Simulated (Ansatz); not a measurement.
`CC(C)(F)C=S`, charge 0, multiplicity 1.

Problem. Give a relaxed structure at PBE0-D4/def2-TZVP (the Gaussian-basis code of Ansatz). (Estimate.)

Solution. Computed: 
Cartesian coordinates in Å:
```
C -0.534 0.913 0.934
C -0.313 -0.188 -0.090
C 0.863 -1.085 0.269
F -1.448 -0.974 -0.113
C -0.079 0.425 -1.440
S -0.975 0.236 -2.754
H 0.329 1.580 0.984
H -0.686 0.465 1.918
H -1.417 1.498 0.671
H 0.953 -1.893 -0.459
H 0.698 -1.515 1.258
H 1.795 -0.518 0.284
H 0.814 1.056 -1.462
```
Point group Cs.
This is one stationary point; other conformers may exist.
